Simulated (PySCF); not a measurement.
Level of theory: ωB97X-D3(BJ)/def2-TZVP // PBE0-D3(BJ)/def2-TZVP run with PySCF. Isolated molecules, 0 K electronic values unless said otherwise. 

Reference species (SMILES): `[CH3]` (neutral, multiplicity 2).

The dipole moment comes out as 0.00 D.

Changed species: `C=[SiH]` (radical fragment; the reference has radical fragment).

Problem. What does the change do to the dipole moment?

Solution. the dipole moment goes up by 0.79 D, to 0.79 D.
